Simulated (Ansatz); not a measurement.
The cluster Na2Li. Total charge 0; doublet. Geometry PBE0/def2-TZVP.

```xyz
3

Li   -0.386   -0.303    0.035
Na   -1.680    2.532   -0.054
Na    2.066   -2.228    0.020
```

At r2SCAN/def2-TZVP, r2SCAN0/def2-TZVP the charge 0 doublet is spin-contaminated (final ⟨S²⟩ up to 0.84, 0.75 for a pure state). Another isomer (doublet) lies 0.02 eV lower at PBE0/def2-TZVP; other spin states weren't run for this one.

Task: Estimate the α-spin orbital energies around the gap (eV) in Ansatz with PBE/def2-TZVP, r2SCAN/def2-TZVP, PBE0/def2-TZVP, r2SCAN0/def2-TZVP, ωB97X-V/def2-TZVP.

Result: 
```tsv
orbital	PBE/def2-TZVP	r2SCAN/def2-TZVP	PBE0/def2-TZVP	r2SCAN0/def2-TZVP	ωB97X-V/def2-TZVP
HOMO−5	-28.41	-29.50	-31.85	-32.62	-34.26
HOMO−4	-28.41	-29.50	-31.85	-32.62	-34.26
HOMO−3	-28.40	-29.50	-31.85	-32.62	-34.25
HOMO−2	-28.40	-29.50	-31.85	-32.62	-34.25
HOMO−1	-3.54	-3.58	-4.14	-4.15	-5.74
HOMO	-2.97	-3.10	-3.46	-3.59	-4.75
LUMO	-1.67	-1.51	-1.22	-1.11	0.13
LUMO+1	-1.30	-1.15	-0.82	-0.75	0.58
LUMO+2	-1.28	-1.14	-0.81	-0.74	0.58
LUMO+3	-0.99	-0.89	-0.50	-0.44	0.90
LUMO+4	-0.62	-0.51	-0.19	-0.14	1.21
LUMO+5	-0.54	-0.41	-0.10	-0.04	1.29
β HOMO	-3.28	-3.23	-3.73	-3.70	-5.00
β LUMO	-2.51	-2.09	-1.98	-1.70	-0.80
```
